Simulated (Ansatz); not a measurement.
# S₂F (sextet): wave-function methods side by side, cc-pVDZ

One table from this session's results is given with a row withheld; the runs are named, their logs left out.

Computed with Ansatz 0.2.0, Gaussian basis. Level: cc-pVDZ, core rule «outside noble gas», up to 11 orbitals frozen.

The runs, in order: UHF; CCSD(T) on ROHF; CCSD(T) on UHF; BCCD(T) on ROHF; CISD; CCSDT(Q) on ROHF; CCSDT(Q) on UHF; CASSCF and MRCISD+Q, 17 electrons in 11 orbitals; CASSCF and NEVPT2, 17 electrons in 11 orbitals.

32 further runs of the same task are left out: 16 that didn't finish, 16 set aside as unsound or not needed.

## What is computed

The geometry is a PBE0/def2-TZVP stationary point (not a proven minimum) of the parent state, kept for this charge and spin.

3 atoms, charge 0, spin multiplicity 6.

Atoms are counted from 1 here; the program's logs count them from 0.

Bond lengths: F1–S2 1.740 Å, S2–S3 1.950 Å. Angles: F1–S2–S3 180.0°.

The first run:

File in.yaml:

```yaml
crystal:
  periodic: [false, false, false]
  atoms:
    - {symbol: F, position_ang: [0.000000, 0.000000, 1.810100]}
    - {symbol: S, position_ang: [0.000000, 0.000000, 0.070000]}
    - {symbol: S, position_ang: [0.000000, 0.000000, -1.880100]}
basis:
  gaussian: {orbitals: cc-pVDZ}
magnetization: {spin_polarized: true, initial_magnetization: 5}
hamiltonian: {xc: hf}
output: {orbitals: {seedname: orbitals}}
```

Started as:

```
$ ansatz run in.yaml --threads 1 --pin off --events-out ev --progress --plain --max-ram 2393MiB
```

Steps of the session up to this table: UHF; CCSD(T) on ROHF; CCSD(T) on UHF; BCCD(T) on ROHF; CISD; CCSDT(Q) on ROHF; CCSDT(Q) on UHF; CASSCF and MRCISD+Q, 17 electrons in 11 orbitals; CASSCF and NEVPT2, 17 electrons in 11 orbitals.

One table of the session follows, with a row left open; its other results are not shown here.

```
          method  from UCCSDT(Q) (kcal/mol)
            ROHF                    +284.41
             UHF                    +274.85
            RMP2                     +26.67
            UMP2                     +30.99
            CISD                     +37.12
           RCCSD                      +9.48
           UCCSD                      +9.14
        RCCSD(T)                      +2.06
        UCCSD(T)                      +2.09
         BCCD(T)                      +1.86
          RCCSDT                      +0.99
          UCCSDT                      +0.96
       RCCSDT(Q)                      +0.16
       UCCSDT(Q)                          0
  CASSCF valence                    +271.99
  NEVPT2 valence                          ?
  MRCISD valence                     +35.75
MRCISD+Q valence                      +7.17
```

Q: Estimate the row for NEVPT2 valence from the others.

As computed: from UCCSDT(Q) (kcal/mol): +41.52. In the column «from UCCSDT(Q) (kcal/mol)» it lies between CISD (+37.12) and CASSCF valence (+271.99).

To keep in mind: Restricted and unrestricted rows rest on different reference determinants; where their highest levels disagree by more than a few hundredths of an eV, they describe different states and don't form one ladder.
